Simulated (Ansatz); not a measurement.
# SiNHO+ (quartet): wave-function methods side by side, def2-TZVPP

An exercise on one series of results from a longer session: the logs are not shown, and one member is left open.

Method: def2-TZVPP, core rule «outside noble gas», up to 7 orbitals frozen; program: Ansatz 0.2.0, Gaussian basis.

The runs, in order: UHF; ROHF; CCSD(T) on UHF.

2 further runs of the same task are left out: 2 set aside as unsound or not needed.

**The geometry**

The geometry is a PBE0/def2-TZVP stationary point (not a proven minimum) of the parent state, kept for this charge and spin.

4 atoms, charge 1, spin multiplicity 4.

Atoms are counted from 1 here; the program's logs count them from 0.

Bond lengths: O1–N2 1.272 Å, N2–Si3 1.774 Å, N2–H4 1.026 Å. Angles: O1–N2–Si3 124.5°, O1–N2–H4 113.3°, Si3–N2–H4 122.2°.

Coordinates:

```xyz
4

O     0.0000   -0.3375    1.5302
N     0.0000    0.4474    0.5290
Si    0.0000   -0.0826   -1.1639
H     0.0000    1.4397    0.7914
```

Set-up of the first run:

in.yaml

```yaml
crystal:
  periodic: [false, false, false]
  atoms:
    - {symbol: O, position_ang: [0.000000, -0.337465, 1.530169]}
    - {symbol: N, position_ang: [0.000000, 0.447419, 0.529033]}
    - {symbol: Si, position_ang: [0.000000, -0.082561, -1.163926]}
    - {symbol: H, position_ang: [0.000000, 1.439714, 0.791361]}
basis:
  gaussian: {orbitals: def2-TZVPP}
total_charge: 1
magnetization: {spin_polarized: true, initial_magnetization: 3}
hamiltonian: {xc: hf}
output: {orbitals: {seedname: orbitals}}
```

Run with:

```sh
$ ansatz run in.yaml --threads 1 --pin off --events-out ev --progress --plain --max-ram 4096MiB --backend cpu
```

Steps of the session up to this table: UHF; ROHF; CCSD(T) on UHF.

One table of the session follows, with a row left open; its other results are not shown here.

```
  method  from UCCSD(T) (meV)
    ROHF             +14013.4
     UHF             +13464.7
    UMP2              +1661.9
   UCCSD                    ?
UCCSD(T)                    0
```

Estimate the missing values for UCCSD.

The run gave: from UCCSD(T) (meV): +582.6. In the column «from UCCSD(T) (meV)» it lies between UCCSD(T) (0) and UMP2 (+1661.9).
